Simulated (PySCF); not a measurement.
# A diatomic session: MgH

One table from this session's results is given with a row withheld; the runs are named, their logs left out.

Computed with PySCF 2.14.0. Level: Mg pcseg-2, H pcseg-2, no relativity.

The first run:

The job is set up so:

```yaml
atoms: Mg, H
charge: 0
basis: Mg pcseg-2, H pcseg-2
Hamiltonian: no relativity
basis_functions: 33
electrons_treated: 13
masses_in_u: 23.9850, 1.0078
levels: PBE0, PBE, r²SCAN, LDA, BLYP, B97-3, LC-ωPBE, HF, MP2, SCS-MP2, CCSD, CCSD(T)
grid: 80 radial by 434 angular points
occupations: held fixed by the projection of orbital angular momentum
dissociation_limit: Mg + H, each in its ground configuration
starting_distance_in_angstrom: 1.675
values_of_2S_to_try: 1, 3
```

Command:

```console
$ OMP_NUM_THREADS=1 python dia.py task.json out
```

Among the steps run: The job; First curve: PBE0; Other states along the same grid; PBE; r²SCAN (meta-GGA); LDA (local density); BLYP (GGA); B97-3 (global hybrid GGA); LC-ωPBE; UHF; Adding correlation.

One table of the session follows, with a row left open; its other results are not shown here.

It belongs to the step «The curves together». Energy (eV) from each level's lowest point:

```
R (Å)    UHF  UHF-MP2  UHF-SCS-MP2  UHF-CCSD  UHF-CCSD(T)
1.501  0.314    0.289        0.287       n/a          n/a
1.571  0.141    0.128        0.126     0.140        0.141
1.640  0.042    0.036        0.035     0.044        0.045
1.693      ?        ?            ?         ?            ?
1.745  0.000    0.000        0.000     0.000        0.000
1.797  0.015    0.018        0.018     0.013        0.012
1.867  0.063    0.071        0.072     0.056        0.055
1.954  0.156    0.172        0.174     0.144        0.142
2.059  0.298    0.331        0.335     0.279        0.277
2.199  0.507    0.579        0.590       n/a          n/a
```

**Question.** Estimate the row for R (Å) = 1.693.

Worked estimate for «UHF». A straight line through the neighbours (1.640, 0.042) and (1.745, 0.000) gives 0.042 + (0.000 − 0.042) × (1.693 − 1.640) / (1.745 − 1.640) = 0.021; a parabola fitted to 4 rows on both sides gives 0.006.

The run gave: UHF: 0.007; UHF-MP2: 0.005; UHF-SCS-MP2: 0.004; UHF-CCSD: 0.009; UHF-CCSD(T): 0.010. In «UHF» the line misses by +0.014 and the parabola by -0.001.
